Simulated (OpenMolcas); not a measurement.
## AlCl at 2.189 Å: OpenMolcas input and output

Input (each module block was a call of its own in one work directory; start orbitals came from a preliminary run):

```
&GATEWAY
Coord
2
angstrom
Cl 0.0 0.0 0.0
Al 0.0 0.0 2.1890
Basis=ANO-RCC-VTZP
Group=XY
RX2C
AMFI
ANGMom
0.0 0.0 0.0
RICD
&SEWARD
&GUESSORB
&RASSCF
FileOrb=$CurrDir/o11.orb
Symmetry=1
Spin=1
nActEl=8 0 0
Inactive=7 4
RAS2=3 4
CIRoot=4 4 1
Linear
Iterations=120 100
OrbListing=Nothing
PRWF=0.15
>>COPY $Project.RasOrb $CurrDir/o11.orb
>>COPY $Project.rasscf.h5 $CurrDir/r11.h5
&CASPT2
XMultistate=all
Imaginary=0.2
IPEA=0.25
MaxIter=40
>>COPY $Project.JobMix JOB001
&RASSCF
FileOrb=$CurrDir/o32.orb
Symmetry=2
Spin=3
nActEl=8 0 0
Inactive=7 4
RAS2=3 4
CIRoot=2 2 1
Linear
Iterations=120 100
OrbListing=Nothing
PRWF=0.15
>>COPY $Project.RasOrb $CurrDir/o32.orb
>>COPY $Project.rasscf.h5 $CurrDir/r32.h5
&CASPT2
XMultistate=all
Imaginary=0.2
IPEA=0.25
MaxIter=40
>>COPY $Project.JobMix JOB002
&RASSCF
FileOrb=$CurrDir/o12.orb
Symmetry=2
Spin=1
nActEl=8 0 0
Inactive=7 4
RAS2=3 4
CIRoot=2 2 1
Linear
Iterations=120 100
OrbListing=Nothing
PRWF=0.15
>>COPY $Project.RasOrb $CurrDir/o12.orb
>>COPY $Project.rasscf.h5 $CurrDir/r12.h5
&CASPT2
XMultistate=all
Imaginary=0.2
IPEA=0.25
MaxIter=40
>>COPY $Project.JobMix JOB003
```

```bash
pymolcas m.inp
```

RASSCF and CASPT2 output of these blocks, in excerpt:

```
++    Wave function specifications:
      Number of closed shell electrons          22
      Number of electrons in active shells       8
      Number of inactive orbitals               11
      Number of active orbitals                  7
      Number of secondary orbitals              50
      Spin quantum number                      0.0
      State symmetry                             1
++    Orbital specifications:
      Symmetry species                           1   2
                                                 a   b
      Frozen orbitals                            0   0
      Inactive orbitals                          7   4
      Active orbitals                            3   4
      RAS2 orbitals                              3   4
      Secondary orbitals                        26  24
      Number of basis functions                 36  32
      printout of CI-coefficients larger than  0.15 for root  1
      energy=    -703.381322
      conf/sym  111 2222     Coeff  Weight
            11  220 2200   0.94079 0.88508
      printout of CI-coefficients larger than  0.15 for root  2
      energy=    -703.156591
      conf/sym  111 2222     Coeff  Weight
            12  220 2ud0  -0.38670 0.14954
            13  220 u2d0  -0.56755 0.32212
            17  220 2u0d  -0.56755 0.32212
            18  220 u20d   0.38670 0.14954
      printout of CI-coefficients larger than  0.15 for root  3
      energy=    -703.156591
      conf/sym  111 2222     Coeff  Weight
            12  220 2ud0  -0.56755 0.32212
            13  220 u2d0   0.38670 0.14954
            17  220 2u0d   0.38670 0.14954
            18  220 u20d   0.56755 0.32212
      printout of CI-coefficients larger than  0.15 for root  4
      energy=    -703.154446
      conf/sym  111 2222     Coeff  Weight
            12  220 2ud0   0.68899 0.47470
            18  220 u20d   0.68899 0.47470
      Natural orbitals and occupation numbers for root  1
      sym 1:   1.919284   1.985796   0.020488
      sym 2:   1.990624   1.990624   0.046592   0.046592
      Natural orbitals and occupation numbers for root  2
      sym 1:   1.913647   1.995474   0.014231
      sym 2:   1.502639   1.502638   0.535685   0.535685
      Natural orbitals and occupation numbers for root  3
      sym 1:   1.913647   1.995474   0.014231
      sym 2:   1.502639   1.502638   0.535685   0.535685
      Natural orbitals and occupation numbers for root  4
      sym 1:   1.926255   1.994731   0.014359
      sym 2:   1.500127   1.500127   0.532200   0.532200
      RASSCF energy for state  4                   -703.15444571
::    RASSCF root number  1 Total energy:   -703.38132188
::    RASSCF root number  2 Total energy:   -703.15659054
::    RASSCF root number  3 Total energy:   -703.15659054
::    RASSCF root number  4 Total energy:   -703.15444571
      Von Neumann Entropy (Root   1) =  0.40115
++    Wave function specifications:
      Number of closed shell electrons           8
      Number of electrons in active shells       8
      Number of inactive orbitals                4
      Number of active orbitals                  7
      Number of secondary orbitals              50
      Spin quantum number                      0.0
      State symmetry                             1
      Number of CSFs                           254
      Number of CASSCF root(s) available         4
      CASPT2 state passed to geometry opt.       4
      A file JOBMIX will be created
      This is a MULTI-STATE CASSCF reference
      Number of CI roots used                    4
      These are:                                 1   2   3   4
      Off-diagonal elements of Heff are computed
  FINAL CASPT2 RESULT:
      Reference energy:        -703.3813218791
      E2 (Non-variational):      -0.4019105356
      Shift correction:          -0.0026016512
      E2 (Variational):          -0.4045121867
      Total energy:            -703.7858340658
      Reference weight:           0.89670
  FINAL CASPT2 RESULT:
      Reference energy:        -703.1565905356
      E2 (Non-variational):      -0.3803440500
      Shift correction:          -0.0023875479
      E2 (Variational):          -0.3827315979
      Total energy:            -703.5393221334
      Reference weight:           0.90545
  FINAL CASPT2 RESULT:
      Reference energy:        -703.1565905356
      E2 (Non-variational):      -0.3802199162
      Shift correction:          -0.0023803300
      E2 (Variational):          -0.3826002462
      Total energy:            -703.5391907818
      Reference weight:           0.90559
  FINAL CASPT2 RESULT:
      Reference energy:        -703.1544457141
      E2 (Non-variational):      -0.3805159601
      Shift correction:          -0.0022625237
      E2 (Variational):          -0.3827784839
      Total energy:            -703.5372241980
      Reference weight:           0.90582
       Total XMS-CASPT2 energies:
::    XMS-CASPT2 Root  1     Total energy:   -703.78583407
::    XMS-CASPT2 Root  2     Total energy:   -703.53932248
::    XMS-CASPT2 Root  3     Total energy:   -703.53919043
::    XMS-CASPT2 Root  4     Total energy:   -703.53722420
++    Wave function specifications:
      Number of closed shell electrons          22
      Number of electrons in active shells       8
      Number of inactive orbitals               11
      Number of active orbitals                  7
      Number of secondary orbitals              50
      Spin quantum number                      1.0
      State symmetry                             2
      printout of CI-coefficients larger than  0.15 for root  1
      energy=    -703.292401
      conf/sym  111 2222     Coeff  Weight
            82  u20 22u0   0.93036 0.86557
            84  u20 220u   0.34402 0.11835
      printout of CI-coefficients larger than  0.15 for root  2
      energy=    -703.292401
      conf/sym  111 2222     Coeff  Weight
            82  u20 22u0   0.34402 0.11835
            84  u20 220u  -0.93036 0.86557
      Natural orbitals and occupation numbers for root  1
      sym 1:   1.000284   1.979867   0.018722
      sym 2:   1.998120   1.994818   1.001008   0.007181
      Natural orbitals and occupation numbers for root  2
      sym 1:   1.000284   1.979867   0.018722
      sym 2:   1.994818   1.998120   0.007181   1.001008
      RASSCF energy for state  2                   -703.29240125
::    RASSCF root number  1 Total energy:   -703.29240125
::    RASSCF root number  2 Total energy:   -703.29240125
      Von Neumann Entropy (Root   1) =  1.11150
++    Wave function specifications:
      Number of closed shell electrons           8
      Number of electrons in active shells       8
      Number of inactive orbitals                4
      Number of active orbitals                  7
      Number of secondary orbitals              50
      Spin quantum number                      1.0
      State symmetry                             2
      Number of CSFs                           300
      Number of CASSCF root(s) available         2
      CASPT2 state passed to geometry opt.       2
      A file JOBMIX will be created
      This is a MULTI-STATE CASSCF reference
      Number of CI roots used                    2
      These are:                                 1   2
      Off-diagonal elements of Heff are computed
  FINAL CASPT2 RESULT:
      Reference energy:        -703.2924012461
      E2 (Non-variational):      -0.3747996756
      Shift correction:          -0.0018245906
      E2 (Variational):          -0.3766242662
      Total energy:            -703.6690255123
      Reference weight:           0.91331
  FINAL CASPT2 RESULT:
      Reference energy:        -703.2924012460
      E2 (Non-variational):      -0.3747996759
      Shift correction:          -0.0018245906
      E2 (Variational):          -0.3766242666
      Total energy:            -703.6690255126
      Reference weight:           0.91331
       Total XMS-CASPT2 energies:
::    XMS-CASPT2 Root  1     Total energy:   -703.66902551
::    XMS-CASPT2 Root  2     Total energy:   -703.66902551
++    Wave function specifications:
      Number of closed shell electrons          22
      Number of electrons in active shells       8
      Number of inactive orbitals               11
      Number of active orbitals                  7
      Number of secondary orbitals              50
      Spin quantum number                      0.0
      State symmetry                             2
      printout of CI-coefficients larger than  0.15 for root  1
      energy=    -703.212564
      conf/sym  111 2222     Coeff  Weight
            81  u20 22d0  -0.96736 0.93578
      printout of CI-coefficients larger than  0.15 for root  2
      energy=    -703.212564
      conf/sym  111 2222     Coeff  Weight
            84  u20 220d   0.96736 0.93578
      Natural orbitals and occupation numbers for root  1
      sym 1:   1.003772   1.944529   0.047408
      sym 2:   1.993439   1.990951   1.003484   0.016416
      Natural orbitals and occupation numbers for root  2
      sym 1:   1.003772   1.944529   0.047408
      sym 2:   1.990951   1.993439   0.016416   1.003484
      RASSCF energy for state  2                   -703.21256392
::    RASSCF root number  1 Total energy:   -703.21256392
::    RASSCF root number  2 Total energy:   -703.21256392
      Von Neumann Entropy (Root   1) =  1.23392
++    Wave function specifications:
      Number of closed shell electrons           8
      Number of electrons in active shells       8
      Number of inactive orbitals                4
      Number of active orbitals                  7
      Number of secondary orbitals              50
      Spin quantum number                      0.0
      State symmetry                             2
      Number of CSFs                           236
      Number of CASSCF root(s) available         2
      CASPT2 state passed to geometry opt.       2
      A file JOBMIX will be created
      This is a MULTI-STATE CASSCF reference
      Number of CI roots used                    2
      These are:                                 1   2
      Off-diagonal elements of Heff are computed
  FINAL CASPT2 RESULT:
      Reference energy:        -703.2125639164
      E2 (Non-variational):      -0.3873681451
      Shift correction:          -0.0028241468
      E2 (Variational):          -0.3901922918
      Total energy:            -703.6027562083
      Reference weight:           0.90050
  FINAL CASPT2 RESULT:
      Reference energy:        -703.2125639162
      E2 (Non-variational):      -0.3873681454
      Shift correction:          -0.0028241468
      E2 (Variational):          -0.3901922922
      Total energy:            -703.6027562085
      Reference weight:           0.90050
       Total XMS-CASPT2 energies:
::    XMS-CASPT2 Root  1     Total energy:   -703.60275621
::    XMS-CASPT2 Root  2     Total energy:   -703.60275621
```

Only roots inside an energy window near the equilibrium distance were included, so the list of states is not complete; labels number the states computed. Each spin and symmetry block has orbitals of its own, averaged over its own roots, so gaps between blocks are less sure than gaps within one and near the minimum can be off by tenths of an eV, in bad cases by more. No Rydberg orbitals are active, so Rydberg states, and σ→σ* states whose orbital the CASSCF left unused, can be missing between those listed. CASPT2 splits the two components of degenerate states numerically, here by up to 29 cm⁻¹.
